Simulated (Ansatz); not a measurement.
A structure drawn as `[CH3][AlH][SiH3]`, with this starting geometry:

Cartesian coordinates in Å:
```
C -0.194 1.046 -1.496
Al 0.677 0.496 0.133
Si -0.196 -1.325 1.312
H 0.526 1.027 -2.319
H -1.078 0.442 -1.743
H -0.553 2.158 -1.431
H 1.985 1.262 0.687
H -0.171 -2.507 0.528
H -1.613 -1.026 1.781
H 0.615 -1.575 2.549
```

Charge 0, multiplicity 1.

Task: Relax it with Ansatz at PBE-D4/def2-SVP and then PBE0-D4/def2-TZVP. Is the drawn bonding still there?

Result: Yes, every drawn bond is still there and no new one forms.

Task: Give the relaxed structure. (Best estimate.)

Result: Ansatz gave: 
Z-matrix (Å, degrees):
```
C
Al 1 1.953
H 1 1.092 2 113.7
H 1 1.096 2 110.5 3 -121.7
H 1 1.096 2 110.2 3 121.3
Si 2 2.461 1 120.6 3 -1.5
H 2 1.593 1 118.9 3 178.7
H 6 1.490 2 114.1 1 179.6
H 6 1.494 2 110.9 1 58.4
H 6 1.494 2 110.7 1 -59.3
```
The lowest mode is -23 cm⁻¹.

Atoms count as bonded under 1.1 times the sum of their covalent radii (H–H under 0.85 Å, pairs among N, O and F under 1.55 Å), and a drawn bond as lost past 1.3 times.
